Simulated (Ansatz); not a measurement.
Geometry optimisation, Ansatz, RKS PBE0-D4/def2-mTZVP.

The input (input.yaml):

```yaml
crystal:
  periodic: [false, false, false]
  atoms:
    - { symbol: Si, position_ang: [0.0, 0.0, 0.0] }
    - { symbol: O, position_ang: [0.0, 0.0, 1.68] }
    - { symbol: H, position_ang: [-0.9095, -0.2814, 2.0171] }
    - { symbol: H, position_ang: [1.3768, 0.0, -0.4862] }
    - { symbol: "N", position_ang: [-0.8572, 1.4851, -0.6061] }
    - { symbol: H, position_ang: [-1.8773, 1.43, -0.8888] }
    - { symbol: H, position_ang: [-0.3367, 2.4058, -0.6766] }
    - { symbol: H, position_ang: [-0.6877, -1.1914, -0.4862] }
basis:
  gaussian: { orbitals: def2-mTZVP }
hamiltonian:
  xc: pbe0
  dispersion: d4
relax:
  f_tol: 0.02
  max_steps: 40
```

Run as:

```bash
$ ansatz run input.yaml --threads 1 --pin off --max-ram 2048MiB --backend cpu --events-out ev --progress --plain --runs-dir out
```

Where does it end, and by what steps?

The forces met the threshold. After 7 steps the energy has fallen by 0.459 eV; H7 moved furthest, 0.20 Å.

```csv
step,energy less start (eV),largest force component (eV/Å),accepted
0,0.0000,2.476,yes
1,-0.3688,1.285,yes
2,-0.4431,0.297,yes
3,-0.4446,0.551,yes
4,-0.4583,0.089,yes
5,-0.4587,0.061,yes
6,-0.4592,0.031,yes
7,-0.4593,0.008,yes
```

```xyz
8
Properties=species:S:1:pos:R:3
Si -0.041 0.021 -0.022
O 0.027 -0.091 1.632
H -0.813 -0.123 2.100
H 1.389 0.018 -0.399
N -0.813 1.406 -0.670
H -1.778 1.398 -0.960
H -0.469 2.345 -0.533
H -0.793 -1.127 -0.595
```

Whether the end is a true minimum wasn't checked by a vibrational analysis.

Run time: 24 s on 1 thread of Arm Neoverse V1, with other jobs on the host, peak memory 0.14 GiB.
